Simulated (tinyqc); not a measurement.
G0W0 on RHF in the sto-6g basis, for BH2+, spin multiplicity 1, step by step. One step of it, computed by the program tinyqc.

Problem. Integrals over molecular orbitals. (pq|rs) = sum C_ip C_jq C_kr C_ls (ij|kl), one index at a time.

coefficients C:
```
              MO1        MO2        MO3        MO4       MO5        MO6        MO7
1B 1s    0.995381  -0.226421   0.000000   0.135711  0.000000  -0.159971   0.000000
1B 2s    0.017895   0.712471   0.000000  -0.573111  0.000000   0.825641   0.000000
1B 2px   0.000000   0.000000   0.000000   0.000000  1.000000   0.000000   0.000000
1B 2py   0.000000   0.000000   0.588349   0.000000  0.000000   0.000000   1.010746
1B 2pz   0.000030   0.110234   0.000000   0.767859  0.000000   0.724266   0.000000
2H 1s   -0.002815   0.294945   0.407882   0.272661  0.000000  -0.752585  -0.749275
3H 1s   -0.002815   0.294945  -0.407882   0.272661  0.000000  -0.752585   0.749275
```

core Hamiltonian H = T + V (hartree), lower triangle:
```
             1B 1s      1B 2s     1B 2px     1B 2py     1B 2pz      2H 1s      3H 1s
1B 1s   -13.200343
1B 2s    -3.278291  -4.119764
1B 2px    0.000000   0.000000  -3.310145
1B 2py    0.000000   0.000000   0.000000  -3.441707
1B 2pz   -0.014270  -0.128338   0.000000   0.000000  -3.355337
2H 1s    -0.536320  -1.368410   0.000000  -1.144001  -0.690241  -2.568278
3H 1s    -0.536320  -1.368410   0.000000   1.144001  -0.690241  -0.225533  -2.568278
```

Two-electron integrals (ij|kl) in chemists' order, unique and non-zero (hartree):
```
(11|11) 2.924993    (21|11) 0.480756    (21|21) 0.099484    (22|11) 0.743449
(22|21) 0.188967    (22|22) 0.544922    (31|31) 0.021096    (32|31) 0.030854
(32|32) 0.120443    (33|11) 0.743450    (33|21) 0.188967    (33|22) 0.544922
(33|33) 0.587109    (41|41) 0.021096    (42|41) 0.030854    (42|42) 0.120443
(43|43) 0.031641    (44|11) 0.743450    (44|21) 0.188967    (44|22) 0.544922
(44|33) 0.523827    (44|44) 0.587109    (51|51) 0.021096    (52|51) 0.030854
(52|52) 0.120443    (53|53) 0.031641    (54|54) 0.031641    (55|11) 0.743450
(55|21) 0.188967    (55|22) 0.544922    (55|33) 0.523827    (55|44) 0.523827
(55|55) 0.587109    (61|11) 0.080548    (61|21) 0.016159    (61|22) 0.030476
(61|33) 0.030311    (61|41) 0.001096    (61|42) 0.002103    (61|44) 0.030679
(61|51) 0.000643    (61|52) 0.001232    (61|54) 0.000216    (61|55) 0.030437
(61|61) 0.002723    (62|11) 0.207107    (62|21) 0.053628    (62|22) 0.171882
(62|33) 0.166874    (62|41) 0.005404    (62|42) 0.032730    (62|44) 0.178057
(62|51) 0.003167    (62|52) 0.019183    (62|54) 0.006554    (62|55) 0.170715
(62|61) 0.009275    (62|62) 0.077730    (63|31) 0.005401    (63|32) 0.025051
(63|43) 0.006002    (63|53) 0.003517    (63|63) 0.008110    (64|11) 0.173883
(64|21) 0.045630    (64|22) 0.153830    (64|33) 0.145831    (64|41) 0.009285
(64|42) 0.051468    (64|44) 0.166760    (64|51) 0.002277    (64|52) 0.015483
(64|54) 0.008749    (64|55) 0.148897    (64|61) 0.008266    (64|62) 0.081177
(64|64) 0.091141    (65|11) 0.101912    (65|21) 0.026743    (65|22) 0.090158
(65|33) 0.085471    (65|41) 0.002277    (65|42) 0.015483    (65|44) 0.090702
(65|51) 0.006735    (65|52) 0.034125    (65|54) 0.009067    (65|55) 0.094303
(65|61) 0.004844    (65|62) 0.047577    (65|64) 0.048664    (65|65) 0.036632
(66|11) 0.375381    (66|21) 0.099193    (66|22) 0.359591    (66|33) 0.338977
(66|41) 0.011459    (66|42) 0.093236    (66|44) 0.385007    (66|51) 0.006716
(66|52) 0.054645    (66|54) 0.026978    (66|55) 0.354788    (66|61) 0.017498
(66|62) 0.213602    (66|64) 0.241636    (66|65) 0.141621    (66|66) 0.774999
(71|11) 0.080548    (71|21) 0.016159    (71|22) 0.030476    (71|33) 0.030311
(71|41) -0.001096   (71|42) -0.002103   (71|44) 0.030679    (71|51) 0.000643
(71|52) 0.001232    (71|54) -0.000216   (71|55) 0.030437    (71|61) 0.002596
(71|62) 0.008397    (71|64) 0.006814    (71|65) 0.004401    (71|66) 0.015466
(71|71) 0.002723    (72|11) 0.207107    (72|21) 0.053628    (72|22) 0.171882
(72|33) 0.166874    (72|41) -0.005404   (72|42) -0.032730   (72|44) 0.178057
(72|51) 0.003167    (72|52) 0.019183    (72|54) -0.006554   (72|55) 0.170715
(72|61) 0.008397    (72|62) 0.049523    (72|64) 0.038894    (72|65) 0.029637
(72|66) 0.102499    (72|71) 0.009275    (72|72) 0.077730    (73|31) 0.005401
(73|32) 0.025051    (73|43) -0.006002   (73|53) 0.003517    (73|63) 0.004605
(73|73) 0.008110    (74|11) -0.173883   (74|21) -0.045630   (74|22) -0.153830
(74|33) -0.145831   (74|41) 0.009285    (74|42) 0.051468    (74|44) -0.166760
(74|51) -0.002277   (74|52) -0.015483   (74|54) 0.008749    (74|55) -0.148897
(74|61) -0.006814   (74|62) -0.038894   (74|64) -0.027084   (74|65) -0.022901
(74|66) -0.077720   (74|71) -0.008266   (74|72) -0.081177   (74|74) 0.091141
(75|11) 0.101912    (75|21) 0.026743    (75|22) 0.090158    (75|33) 0.085471
(75|41) -0.002277   (75|42) -0.015483   (75|44) 0.090702    (75|51) 0.006735
(75|52) 0.034125    (75|54) -0.009067   (75|55) 0.094303    (75|61) 0.004401
(75|62) 0.029637    (75|64) 0.022901    (75|65) 0.021957    (75|66) 0.063776
(75|71) 0.004844    (75|72) 0.047577    (75|74) -0.048664   (75|75) 0.036632
(76|11) 0.031221    (76|21) 0.008093    (76|22) 0.026452    (76|33) 0.025658
(76|44) 0.026555    (76|51) 0.000796    (76|52) 0.004937    (76|55) 0.027144
(76|61) 0.001346    (76|62) 0.010115    (76|64) 0.009293    (76|65) 0.006727
(76|66) 0.025189    (76|71) 0.001346    (76|72) 0.010115    (76|74) -0.009293
(76|75) 0.006727    (76|76) 0.001701    (77|11) 0.375381    (77|21) 0.099193
(77|22) 0.359591    (77|33) 0.338977    (77|41) -0.011459   (77|42) -0.093236
(77|44) 0.385007    (77|51) 0.006716    (77|52) 0.054645    (77|54) -0.026978
(77|55) 0.354788    (77|61) 0.015466    (77|62) 0.102499    (77|64) 0.077720
(77|65) 0.063776    (77|66) 0.218863    (77|71) 0.017498    (77|72) 0.213602
(77|74) -0.241636   (77|75) 0.141621    (77|76) 0.025189    (77|77) 0.774999
```

Give: one-electron integrals over orbitals h = C^T H C; Two-electron integrals over orbitals.

Solution.

one-electron integrals over orbitals h = C^T H C (hartree), lower triangle:
```
          1        2        3        4        5        6        7
1  -13.1905
2    0.2896  -3.3533
3    0.0000   0.0000  -3.0690
4   -0.1927   0.1523   0.0000  -3.1722
5    0.0000   0.0000   0.0000   0.0000  -3.3101
6    0.1815  -0.5295   0.0000  -0.2941   0.0000  -2.7074
7    0.0000   0.0000  -0.5494   0.0000   0.0000   0.0000  -2.6810
```

Two-electron integrals over orbitals (pq|rs), unique and non-zero (hartree):
```
(11|11) 2.9040      (21|11) -0.2612     (21|21) 0.0382      (22|11) 0.6175
(22|21) -0.0086     (22|22) 0.4636      (31|31) 0.0088      (32|31) 0.0136
(32|32) 0.1339      (33|11) 0.5386      (33|21) -0.0031     (33|22) 0.4495
(33|33) 0.4639      (41|11) 0.1588      (41|21) -0.0210     (41|22) 0.0133
(41|33) 0.0060      (41|41) 0.0277      (42|11) -0.0968     (42|21) 0.0073
(42|22) 0.0150      (42|33) 0.0168      (42|41) 0.0110      (42|42) 0.0722
(43|31) -0.0027     (43|32) 0.0282      (43|43) 0.0359      (44|11) 0.6896
(44|21) -0.0118     (44|22) 0.4319      (44|33) 0.4134      (44|41) -0.0097
(44|42) -0.0771     (44|44) 0.5571      (51|51) 0.0220      (52|51) 0.0219
(52|52) 0.0749      (53|53) 0.0179      (54|51) -0.0127     (54|52) -0.0353
(54|54) 0.0438      (55|11) 0.7431      (55|21) -0.0091     (55|22) 0.4668
(55|33) 0.4256      (55|41) 0.0052      (55|42) -0.0486     (55|44) 0.4981
(55|55) 0.5871      (61|11) -0.1858     (61|21) 0.0294      (61|22) -0.0006
(61|33) 4.80e-04    (61|41) -0.0052     (61|42) 0.0148      (61|44) -0.0182
(61|55) -0.0050     (61|61) 0.0301      (62|11) 0.2024      (62|21) -0.0062
(62|22) 0.0581      (62|33) 0.0176      (62|41) 0.0144      (62|42) -0.0066
(62|44) 0.0506      (62|55) 0.1027      (62|61) 0.0029      (62|62) 0.0884
(63|31) 0.0016      (63|32) -0.0608     (63|43) -0.0317     (63|63) 0.0737
(64|11) 0.1001      (64|21) -6.94e-05   (64|22) 0.0247      (64|33) 4.35e-04
(64|41) 0.0017      (64|42) -0.0187     (64|44) 0.0557      (64|55) 0.0514
(64|61) 0.0015      (64|62) 0.0495      (64|64) 0.0404      (65|51) 0.0149
(65|52) 0.0468      (65|54) -0.0101     (65|65) 0.0382      (66|11) 0.6067
(66|21) -0.0068     (66|22) 0.4686      (66|33) 0.4567      (66|41) 0.0210
(66|42) 0.0505      (66|44) 0.4050      (66|55) 0.4419      (66|61) 0.0068
(66|62) 0.0454      (66|64) 0.0125      (66|66) 0.5177      (71|31) 0.0129
(71|32) 0.0182      (71|43) -0.0042     (71|63) 0.0022      (71|71) 0.0190
(72|31) 0.0082      (72|32) -0.0121     (72|43) -0.0358     (72|63) 0.0501
(72|71) 0.0114      (72|72) 0.0550      (73|11) 0.2216      (73|21) -0.0057
(73|22) 0.0423      (73|33) 0.0223      (73|41) -2.64e-04   (73|42) -0.0601
(73|44) 0.0977      (73|55) 0.1117      (73|61) -0.0059     (73|62) 0.0706
(73|64) 0.0500      (73|66) -0.0028     (73|73) 0.1139      (74|31) -0.0088
(74|32) -0.0741     (74|43) -0.0021     (74|63) 0.0437      (74|71) -0.0124
(74|72) 0.0054      (74|74) 0.0611      (75|53) 0.0163      (75|75) 0.0181
(76|31) 0.0086      (76|32) 0.1092      (76|43) 0.0435      (76|63) -0.0745
(76|71) 0.0115      (76|72) -0.0399     (76|74) -0.0602     (76|76) 0.1175
(77|11) 0.6189      (77|21) -0.0076     (77|22) 0.4495      (77|33) 0.4635
(77|41) 0.0044      (77|42) -0.0014     (77|44) 0.4443      (77|55) 0.4452
(77|61) -0.0049     (77|62) 0.0169      (77|64) 0.0020      (77|66) 0.4640
(77|73) 0.0334      (77|77) 0.4875
```
